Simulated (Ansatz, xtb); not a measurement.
## Ligand exchange: C4H9F + H2S → C4H10S + HF

Species: C4H9F `CC(C)CF`, singlet; H2S (hydrogen sulfide) `S`, singlet; C4H10S `CC(C)CS`, singlet; HF (hydrogen fluoride), singlet. The partners trade F for SH: C–F and H–SH bonds give way to C–SH and H–F.

Shapes, held fixed at every level: PBE0-D4/def2-TZVP. Flexible molecules stand in one conformer, not always the lowest. Programs: Ansatz 0.2.0, xtb 6.7.1. Electronic energies: no zero-point or thermal term.

```csv
level,kind,ΔE (kJ/mol),less CCSD(T)/CBS estimate,CPU time (sum over the molecules)
GFN1-xTB,semi-empirical,+61.7,+93.7,0.21 s
HF/def2-TZVPP,Hartree–Fock,+0.7,+32.7,–
PBE-D4/def2-TZVPP,GGA,-23.4,+8.6,20 s
B3LYP-D4/def2-TZVPP,global hybrid,-17.2,+14.8,39 s
PBE0-D4/def2-TZVPP,global hybrid,-25.3,+6.7,22 s
wB97X-V/def2-TZVPP,range-separated hybrid,-15.5,+16.5,50 s
B2PLYP/def2-TZVPP,double hybrid,-17.3,+14.7,72 s
MP2/def2-TZVPP,perturbation theory,-38.7,-6.7,–
CCSD(T)/CBS estimate,coupled cluster or CI,-32.0,0.0,25 min
```

The highest level, CCSD(T)/CBS estimate, gives ΔE = -32.0 kJ/mol; the levels span -38.7 to +61.7. They disagree on the sign: 2 of 9 are positive. GFN1-xTB strays far from the other rows. The column of differences is taken from that level and isn't an error. No measured value is set beside it here. The CBS estimate extrapolates MP2 from def2-TZVPP and def2-QZVPP and adds CCSD(T) − MP2 in the triple-zeta set, cores frozen. Times are processor times on shared x86 and Arm servers, and rough.
